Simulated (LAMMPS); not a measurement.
## hcp Be

These are the machine-learned potential SNAP WBe_Wood_PRB2019.snap (LAMMPS) values and carry that method's errors.

Cell (relaxed at this level):

```
Be
1.0
    2.23951     0.00000     0.00000
   -1.11976     1.93947     0.00000
    0.00000     0.00000     3.60432
Be
2
Direct
  0.66667   0.33333   0.75000
  0.33333   0.66667   0.25000
```

```yaml
bulk modulus B0: 115 GPa
elastic constant C11: 347 GPa
elastic constant C12: 31.3 GPa
elastic constant C13: -21.9 GPa
elastic constant C33: 364 GPa
elastic constant C44: 141 GPa
```

Measured, for comparison: elastic constant C11 299 ± 0.6 GPa, elastic constant C12 27.6 ± 0.8 GPa, elastic constant C13 11 ± 5 GPa, elastic constant C33 342 ± 1 GPa, elastic constant C44 166 ± 0.5 GPa (0 K, extrapolated to 0 K; as tabulated in Elastic Constants of Single Crystal Beryllium, J. Appl. Phys., doi …). Computed (rounded) less measured: elastic constant C11 +16 %, elastic constant C12 +13 %, elastic constant C13 -299 %, elastic constant C33 +6 %, elastic constant C44 -15 %.

A machine-learned potential is trained on density-functional data: it inherits that level's misses and adds fitting errors of its own.

Note: the potential file covers more elements than this solid holds.

Elastic constants are with the ions relaxed.
